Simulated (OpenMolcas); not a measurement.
**SiNH3 (SMILES [N][SiH3]): a chain of runs**

Aim: the energy (UHF/STO-3G), then a single-point energy (CASSCF(4,4)/STO-3G), then a single-point energy (CASPT2(4,4)/STO-3G), then a single-point energy (SC-NEVPT2(4,4)/STO-3G), then a single-point energy (MRCI(4,4)/STO-3G) of SiNH3. 

The calculation is run with OpenMolcas 26.06.

2 further runs of the same task are left out: 2 set aside as unsound or not needed.

## 1. Starting point

SiNH3 has 5 atoms, charge 0, and is taken as a triplet. As SMILES, `[N][SiH3]`. The N1–Si2 distance was set to 4.138 Å, away from the relaxed value. At this shape a bond of the SMILES string is far longer than usual.

Bond lengths: Si2–H3 1.476 Å, Si2–H4 1.476 Å, Si2–H5 1.476 Å. Angles: H3–Si2–H4 107.7°, H3–Si2–H5 107.7°, H4–Si2–H5 107.7°.

## 2. The energy at UHF/STO-3G (run 1)

The input, step1.inp:

```
>>> EXPORT MOLCAS_PRINT=2

&GATEWAY
  BasLib
  $CurrDir
  Coord
  5
  angstrom
  N       -3.856976       0.839344       1.204518
  Si       0.010240      -0.002340      -0.003820
  H        0.064950      -0.313200      -1.445390
  H        0.555100      -1.162980       0.727210
  H        0.906340       1.144190       0.242490
  Basis
  STO-3G
  Group
  NoSym

&SEWARD

&SCF
  UHF
  Spin
  3
  Scramble
  0.25
  PrOrbitals
  1 1
```

The basis set STO-3G is read from a file made from the Basis Set Exchange's data (not shown).

Run with:

```
$ export MOLCAS_MEM=1860
$ pymolcas step1.inp > step1.log
```

Standard output:

```text
--- Start Module: gateway ---
[...]
--- Stop Module: gateway /rc=_RC_ALL_IS_WELL_ ---
--- Start Module: seward ---
[...]
      Basis functions           17
--- Stop Module: seward /rc=_RC_ALL_IS_WELL_ ---
--- Start Module: scf ---
[...]
       Convergence after  15 Iterations
[...]
::    Total SCF energy                               -340.9931761678
[...]
      Total spin, S                                     1.3031184430
[...]
      Total electronic charge=   24.000000
      Total            charge=   -0.000000
[...]
      Dipole Moment (debye):
      Origin of the operator (angstrom)=   -1.1596    0.2523    0.3618
                   X= -8.5929E-01               Y=  1.8645E-01               Z=  2.6652E-01           Total=  9.1879E-01
      Quadrupole Moment (debye*angstrom):
[...]
--- Stop Module: scf /rc=_RC_ALL_IS_WELL_ ---
[...]
```

It took 1.8 s on 1 thread of Arm Neoverse V1, shared host; peak memory 0.37 GiB.

## 3. A single-point energy at CASSCF(4,4)/STO-3G (run 2)

The input, step2.inp:

```
* H3NSi CASSCF

&GATEWAY
 BasLib
 $CurrDir
 Coord
 5
 angstrom
 N       -3.856976       0.839344       1.204518
 Si       0.010240      -0.002340      -0.003820
 H        0.064950      -0.313200      -1.445390
 H        0.555100      -1.162980       0.727210
 H        0.906340       1.144190       0.242490
 Basis
 STO-3G
 Group
 NoSym

&SEWARD

&RASSCF
 FileOrb
 $CurrDir/step1.UnaOrb
 Spin
 3
 Nactel
 4 0 0
 Inactive
 10
 Ras2
 4
 OrbListing
 Nothing
 OrbAppear
 Compact
```

The basis set STO-3G is read from a file made from the Basis Set Exchange's data (not shown).

Run with:

```
$ export MOLCAS_MEM=1860
$ pymolcas step2.inp > step2.log
```

Standard output:

```text
--- Start Module: gateway ---
[...]
--- Stop Module: gateway /rc=_RC_ALL_IS_WELL_ ---
--- Start Module: seward ---
[...]
      Basis functions           17
--- Stop Module: seward /rc=_RC_ALL_IS_WELL_ ---
--- Start Module: rasscf ---
[...]
      Number of active orbitals                  4
[...]
      Spin quantum number                      1.0
[...]
      Active orbitals                            4
[...]
      Number of CSFs                            15
[...]
      Number of root(s) required                 1
[...]
      Convergence after  6 iterations
[...]
      printout of CI-coefficients larger than  0.05 for root  1
      energy=    -340.992944
      conf/sym  1111     Coeff  Weight
             1  2uu0  -0.58831 0.34611
             6  uduu   0.40782 0.16632
             9  uudu  -0.23546 0.05544
            10  uuud  -0.33299 0.11088
            15  0uu2   0.56679 0.32125
      Natural orbitals and occupation numbers for root  1
      sym 1:   1.024866   1.000000   1.000000   0.975134
      ************************************************************************************************************************
      *                                                    Final results                                                     *
[...]
::    RASSCF root number  1 Total energy:   -340.99294404
[...]
      Total electronic charge=   24.000000
      Total            charge=   -0.000000
[...]
      Dipole Moment (debye):
      Origin of the operator (angstrom)=   -1.1596    0.2523    0.3618
                   X= -8.4711E-01               Y=  1.8380E-01               Z=  2.6273E-01           Total=  9.0576E-01
      Quadrupole Moment (debye*angstrom):
[...]
--- Stop Module: rasscf /rc=_RC_ALL_IS_WELL_ ---
[...]
```

Run time: 1.7 s. Hardware: 1 thread of Arm Neoverse V1, shared host; peak memory 0.37 GiB.

## 4. The energy at CASPT2(4,4)/STO-3G (run 3)

The input, step3.input:

```
&gateway
baslib=$CurrDir
coord
5
angstrom
N       -3.856976       0.839344       1.204518
Si       0.010240      -0.002340      -0.003820
H        0.064950      -0.313200      -1.445390
H        0.555100      -1.162980       0.727210
H        0.906340       1.144190       0.242490
basis=STO-3G
group=NoSym
&seward
&rasscf
fileorb=$CurrDir/step2.RasOrb
spin=3
nactel=4 0 0
inactive=10
ras2=4
orblisting=Nothing
orbappear=Compact
&caspt2
imaginary=0.1
frozen=6
```

The basis set STO-3G is read from a file made from the Basis Set Exchange's data (not shown).

Run with:

```
$ export MOLCAS_MEM=1860
$ pymolcas step3.input > step3.log
```

Standard output:

```text
--- Start Module: gateway ---
[...]
--- Stop Module: gateway /rc=_RC_ALL_IS_WELL_ ---
[...]
      Basis functions           17
[...]
--- Start Module: rasscf ---
[...]
      Number of active orbitals                  4
[...]
      Spin quantum number                      1.0
[...]
      Active orbitals                            4
[...]
      Number of CSFs                            15
[...]
      Number of root(s) required                 1
[...]
      Convergence after  4 iterations
[...]
      printout of CI-coefficients larger than  0.05 for root  1
      energy=    -340.992944
      conf/sym  1111     Coeff  Weight
             1  2uu0  -0.58831 0.34611
             6  uduu   0.40782 0.16632
             9  uudu  -0.23546 0.05544
            10  uuud  -0.33299 0.11088
            15  0uu2   0.56679 0.32125
      Natural orbitals and occupation numbers for root  1
      sym 1:   1.024866   1.000000   1.000000   0.975134
      ************************************************************************************************************************
      *                                                    Final results                                                     *
[...]
::    RASSCF root number  1 Total energy:   -340.99294404
[...]
      Total electronic charge=   24.000000
      Total            charge=   -0.000000
[...]
      Dipole Moment (debye):
      Origin of the operator (angstrom)=   -1.1596    0.2523    0.3618
                   X= -8.4713E-01               Y=  1.8380E-01               Z=  2.6274E-01           Total=  9.0579E-01
      Quadrupole Moment (debye*angstrom):
[...]
--- Stop Module: rasscf /rc=_RC_ALL_IS_WELL_ ---
--- Start Module: caspt2 ---
[...]
 ###    WARNING: User changed nr of frozen orbitals.                         ###
 ###############################################################################
[...]
      E2 (Variational):          -0.0348498136
      Total energy:            -341.0277938558
[...]
      Reference weight:           0.98265
[...]
::    CASPT2 Root  1     Total energy:   -341.02779386
[...]
--- Stop Module: caspt2 /rc=_RC_ALL_IS_WELL_ ---
[...]
```

Wall time 1.8 s (1 thread of Arm Neoverse V1, shared host); peak memory 0.37 GiB.

## 5. A single-point energy at SC-NEVPT2(4,4)/STO-3G (run 4)

The input, step4.inp:

```
&GATEWAY
 BASLIB = $CurrDir
 COORD
 5
 angstrom
 N       -3.856976       0.839344       1.204518
 Si       0.010240      -0.002340      -0.003820
 H        0.064950      -0.313200      -1.445390
 H        0.555100      -1.162980       0.727210
 H        0.906340       1.144190       0.242490
 BASIS = STO-3G
 GROUP = NoSym

&SEWARD

&RASSCF
 FILEORB = $CurrDir/step2.RasOrb
 SPIN = 3
 NACTEL = 4 0 0
 INACTIVE = 10
 RAS2 = 4
 ORBLISTING = Nothing
 ORBAPPEAR = Compact

&CASPT2
 SC-NEVPT2
 FROZEN = 6
```

The basis set STO-3G is read from a file made from the Basis Set Exchange's data (not shown).

Run with:

```
$ export MOLCAS_MEM=1860
$ pymolcas step4.inp > step4.log
```

Standard output:

```text
--- Start Module: gateway ---
[...]
--- Stop Module: gateway /rc=_RC_ALL_IS_WELL_ ---
[...]
      Basis functions           17
[...]
--- Start Module: rasscf ---
[...]
      Number of active orbitals                  4
[...]
      Spin quantum number                      1.0
[...]
      Active orbitals                            4
[...]
      Number of CSFs                            15
[...]
      Number of root(s) required                 1
[...]
      Convergence after  4 iterations
[...]
      printout of CI-coefficients larger than  0.05 for root  1
      energy=    -340.992944
      conf/sym  1111     Coeff  Weight
             1  2uu0  -0.58831 0.34611
             6  uduu   0.40782 0.16632
             9  uudu  -0.23546 0.05544
            10  uuud  -0.33299 0.11088
            15  0uu2   0.56679 0.32125
      Natural orbitals and occupation numbers for root  1
      sym 1:   1.024866   1.000000   1.000000   0.975134
      ************************************************************************************************************************
      *                                                    Final results                                                     *
[...]
::    RASSCF root number  1 Total energy:   -340.99294404
[...]
      Total electronic charge=   24.000000
      Total            charge=   -0.000000
[...]
      Dipole Moment (debye):
      Origin of the operator (angstrom)=   -1.1596    0.2523    0.3618
                   X= -8.4713E-01               Y=  1.8380E-01               Z=  2.6274E-01           Total=  9.0579E-01
      Quadrupole Moment (debye*angstrom):
[...]
--- Stop Module: rasscf /rc=_RC_ALL_IS_WELL_ ---
--- Start Module: caspt2 ---
[...]
 ###    WARNING: User changed nr of frozen orbitals.                         ###
 ###############################################################################
[...]
      E2 (Variational):          -0.0343965297
[...]
      E2 (Variational):          -0.0343959647
      Total energy:            -341.0273400069
[...]
      Reference weight:           0.98302
[...]
::    SC-NEVPT2 Root  1     Total energy:   -341.02734001
[...]
--- Stop Module: caspt2 /rc=_RC_ALL_IS_WELL_ ---
[...]
```

It took 1.8 s on 1 thread of Arm Neoverse V1, shared host; peak memory 0.37 GiB.

## 6. A single-point energy at MRCI(4,4)/STO-3G (run 5)

The input, step5.input:

```
&GATEWAY
BasLib
$CurrDir
Coord
5
angstrom
N       -3.856976       0.839344       1.204518
Si       0.010240      -0.002340      -0.003820
H        0.064950      -0.313200      -1.445390
H        0.555100      -1.162980       0.727210
H        0.906340       1.144190       0.242490
Basis
STO-3G
Group
NoSym
&SEWARD
&RASSCF
FileOrb
$CurrDir/step2.RasOrb
Spin
3
Nactel
4 0 0
Inactive
10
Ras2
4
OrbListing
Nothing
OrbAppear
Compact
&MOTRA
LumOrb
Frozen
6
&GUGA
Electrons
12
Spin
3
Inactive
4
Active
4
CIAll
1
&MRCI
SDCI
```

The basis set STO-3G is read from a file made from the Basis Set Exchange's data (not shown).

Run with:

```
$ export MOLCAS_MEM=1860
$ pymolcas step5.input > step5.log
```

Standard output:

```text
--- Start Module: gateway ---
[...]
--- Stop Module: gateway /rc=_RC_ALL_IS_WELL_ ---
[...]
      Basis functions           17
[...]
      Number of active orbitals                  4
[...]
      Spin quantum number                      1.0
[...]
      Active orbitals                            4
[...]
      Number of CSFs                            15
[...]
      Number of root(s) required                 1
[...]
      Convergence after  4 iterations
[...]
      printout of CI-coefficients larger than  0.05 for root  1
      energy=    -340.992944
      conf/sym  1111     Coeff  Weight
             1  2uu0  -0.58831 0.34611
             6  uduu   0.40782 0.16632
             9  uudu  -0.23546 0.05544
            10  uuud  -0.33299 0.11088
            15  0uu2   0.56679 0.32125
      Natural orbitals and occupation numbers for root  1
      sym 1:   1.024866   1.000000   1.000000   0.975134
      ************************************************************************************************************************
      *                                                    Final results                                                     *
[...]
::    RASSCF root number  1 Total energy:   -340.99294404
[...]
      Dipole Moment (debye):
      Origin of the operator (angstrom)=   -1.1596    0.2523    0.3618
                   X= -8.4713E-01               Y=  1.8380E-01               Z=  2.6274E-01           Total=  9.0579E-01
      Quadrupole Moment (debye*angstrom):
[...]
      *** WARNING: Default frozen orbitals is overwritten by user input.
      *** Default values:   3
[...]
--- Start Module: guga ---
[...]
--- Stop Module: guga /rc=_RC_ALL_IS_WELL_ ---
--- Start Module: mrci ---
[...]
       (But an ACPF correction will be computed)
       USE THE DEFAULT ACPF G-VALUE GFAC=  0.16666666666666666
[...]
                      CI ENERGY:  -341.04541692
[...]
                ACPF CORRECTION:    -0.00180843
[...]
      Total electronic charge=   24.000000
      Total            charge=    0.000000
[...]
     ACPF CORRECTION:     -0.00180843
[...]
  CI State   1     Total energy:   -341.04541692     QDav:     -0.00218518     QACPF:     -0.00180843
[...]
--- Stop Module: mrci /rc=_RC_ALL_IS_WELL_ ---
[...]
```

It took 2.2 s on 1 thread of Arm Neoverse V1, shared host; peak memory 0.37 GiB.

## 7. What came out

```
                                                    quantity          value
                             run 1, UHF/STO-3G: total energy  -340.99318 Eh
                            run 1, UHF/STO-3G: dipole moment         0.92 D
       run 1, UHF/STO-3G: HOMO energy (highest over α and β)       -7.05 eV
        run 1, UHF/STO-3G: LUMO energy (lowest over α and β)        6.14 eV
                                     run 1, UHF/STO-3G: ⟨S²⟩          3.001
                     run 2, CASSCF(4,4)/STO-3G: total energy  -340.99294 Eh
   run 2, CASSCF(4,4)/STO-3G: dipole moment (CASSCF density)         0.91 D
                     run 3, CASPT2(4,4)/STO-3G: total energy  -341.02779 Eh
   run 3, CASPT2(4,4)/STO-3G: dipole moment (CASSCF density)         0.91 D
                  run 4, SC-NEVPT2(4,4)/STO-3G: total energy  -341.02734 Eh
run 4, SC-NEVPT2(4,4)/STO-3G: dipole moment (CASSCF density)         0.91 D
                       run 5, MRCI(4,4)/STO-3G: total energy  -341.04542 Eh
     run 5, MRCI(4,4)/STO-3G: dipole moment (CASSCF density)         0.91 D
```

What this shows: ⟨S²⟩ (run 1, UHF/STO-3G) is 3.00 where a pure triplet has 2.00: the reference is spin-contaminated. Mulliken charges (run 1, UHF/STO-3G) run from -0.17 on H3 to +0.50 on Si2; they depend strongly on the basis. Mulliken charges (run 2, CASSCF(4,4)/STO-3G) run from -0.17 on H3 to +0.50 on Si2; they depend strongly on the basis. Mulliken charges (run 3, CASPT2(4,4)/STO-3G) of the CASSCF density run from -0.17 on H3 to +0.50 on Si2. Mulliken charges (run 4, SC-NEVPT2(4,4)/STO-3G) of the CASSCF density run from -0.17 on H3 to +0.50 on Si2. Mulliken charges (run 5, MRCI(4,4)/STO-3G) of the CASSCF density run from -0.17 on H3 to +0.50 on Si2; they depend strongly on the basis.
